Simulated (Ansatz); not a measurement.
**BSiH₂ (doublet): from Hartree-Fock to the top rungs, cc-pVTZ**

How much of the correlation energy of BSiH₂ (doublet) does each wave-function method recover here?

Method: cc-pVTZ, correlated electrons: outside noble gas; program: Ansatz 0.2.0, Gaussian basis.

To be run: UHF; CCSD(T) on ROHF; CCSD(T) on UHF; BCCD(T) on ROHF; CCSDT(Q) on ROHF; CCSDT(Q) on UHF; CASSCF and MRCISD+Q, 9 electrons in 10 orbitals; CASSCF and NEVPT2, 9 electrons in 10 orbitals.

### Step 1. The system

The geometry is a PBE0/def2-TZVP stationary point (not a proven minimum) of the parent state, kept for this charge and spin.

4 atoms, charge 0, spin multiplicity 2.

Atoms are counted from 1 here; the program's logs count them from 0.

Bond lengths: Si1–B2 1.993 Å, B2–H3 1.191 Å, B2–H4 1.191 Å. Angles: Si1–B2–H3 115.4°, Si1–B2–H4 115.4°, H3–B2–H4 129.2°.

In the tables R marks a restricted open-shell determinant and U an unrestricted one; 'valence' is the active space of 9 electrons in 10 orbitals; correlation energies count from the lowest restricted Hartree-Fock solution.

### Step 2. UHF

The input, in.yaml:

```yaml
crystal:
  periodic: [false, false, false]
  atoms:
    - {symbol: Si, position_ang: [0.000000, 0.000000, 0.649966]}
    - {symbol: B, position_ang: [0.000000, 0.000000, -1.342837]}
    - {symbol: H, position_ang: [0.000000, -1.075954, -1.853888]}
    - {symbol: H, position_ang: [0.000000, 1.075954, -1.853888]}
basis:
  gaussian: {orbitals: cc-pVTZ}
magnetization: {spin_polarized: true, initial_magnetization: 1}
hamiltonian: {xc: hf}
output: {orbitals: {seedname: orbitals}}
```

Started as:

```bash
$ ansatz run in.yaml --threads 1 --pin off --events-out ev --progress --plain --max-ram 2816MiB --backend cpu
```

After this run come: CCSD(T) on ROHF; CCSD(T) on UHF; BCCD(T) on ROHF; CCSDT(Q) on ROHF; CCSDT(Q) on UHF; CASSCF and MRCISD+Q, 9 electrons in 10 orbitals; CASSCF and NEVPT2, 9 electrons in 10 orbitals.

**Question.** What will the summary of the whole plan be? Wanted: correlation energy, UCCSDT(Q); RMP2 from UCCSDT(Q); UMP2 from UCCSDT(Q); RCCSD from UCCSDT(Q); RCCSD(T) from UCCSDT(Q); UCCSD(T) from UCCSDT(Q); RCCSDT(Q) from UCCSDT(Q); NEVPT2 valence from UCCSDT(Q); MRCISD+Q valence from UCCSDT(Q).

The runs gave:

| quantity | value |
| --- | --- |
| correlation energy, UCCSDT(Q) | -6.1900 eV |
| RMP2 from UCCSDT(Q) | +1225.3 meV |
| UMP2 from UCCSDT(Q) | +1253.2 meV |
| RCCSD from UCCSDT(Q) | +281.0 meV |
| RCCSD(T) from UCCSDT(Q) | +49.8 meV |
| UCCSD(T) from UCCSDT(Q) | +50.4 meV |
| RCCSDT(Q) from UCCSDT(Q) | +1.0 meV |
| NEVPT2 valence from UCCSDT(Q) | +1095.0 meV |
| MRCISD+Q valence from UCCSDT(Q) | +58.3 meV |
| levels of the table within 1 kcal/mol (43 meV) | RCCSDT, UCCSDT, RCCSDT(Q) |
| T1 diagnostic | 0.024 |
| effectively unpaired electrons | 1.06 |

What this shows: RCCSD(T) misses by +49.8 meV, 0.8 % of the correlation energy. One determinant dominates. Of the multireference levels listed MRCISD+Q valence comes nearest in total energy (+58.3 meV), which doesn't show that its space is the better one. Coupled cluster took another determinant than the lowest Hartree-Fock one. These misses are within one basis, not against nature; the frozen cores of restricted and unrestricted runs differ, which can shift their rows.
